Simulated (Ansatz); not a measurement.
Gas-phase enthalpy of formation at 298 K, by the atomisation route, of FN(F)F (SMILES; NF3). Geometries: B3LYP-D3(BJ)/def2-TZVP minima from Ansatz (a quantum-chemistry and plane-wave program). Correlated levels leave the core frozen unless marked. Open shells are spin-unrestricted. No spin-orbit coupling. No relativistic terms. Basis-set limits of correlation are two-point, X^-3; Hartree-Fock from the larger set. Thermal terms are rigid-rotor harmonic-oscillator values from B3LYP-D3(BJ) frequencies (Ansatz) at 298.15 K and 1 atm. 1 Eh = 627.5095 kcal/mol.

```csv
species,count,"E, CCSD(T)/CBS(cc-pVTZ,cc-pVQZ) (Ansatz) (Eh)","E, PBE/def2-TZVPD (Ansatz) (Eh)",measured ΔHf at 0 K (kcal/mol),H(298) - H(0) of the element (kcal/mol)
FN(F)F,1,-353.85401,-353.93353,-,-
F atom,3,-99.66606,-99.67049,18.47,1.05
N atom,1,-54.52999,-54.53224,112.53,1.04
```

Molecule: zero-point energy 6.37, H(298) - H(0) 2.83 kcal/mol. The route leaves out scalar relativity and anharmonic zero-point terms, the atoms' spin-orbit terms, and in the frozen-core level the core correlation. Atomic data: G2/97 table in ASE.

Measured: -31.6 kcal/mol (G2/97 table in ASE (Curtiss et al.)). This is an older compilation, not checked against later work.

Question: Work out De, D0 and ΔHf at 0 and 298 K at both levels, and their errors against the measured value.

Answer: 
The atoms' values sum to 167.94 (0 K) and 4.19 (thermal), in kcal/mol.
- CCSD(T)/CBS(cc-pVTZ,cc-pVQZ): De = 204.47; D0 = 204.47 - 6.37 = 198.10; ΔHf(0 K) = 167.94 - 198.10 = -30.16; ΔHf(298 K) = -30.16 + 2.83 - 4.19 = -31.52; error +0.1.
- PBE/def2-TZVPD: De = 244.62; D0 = 244.62 - 6.37 = 238.25; ΔHf(0 K) = 167.94 - 238.25 = -70.31; ΔHf(298 K) = -70.31 + 2.83 - 4.19 = -71.67; error -40.1.
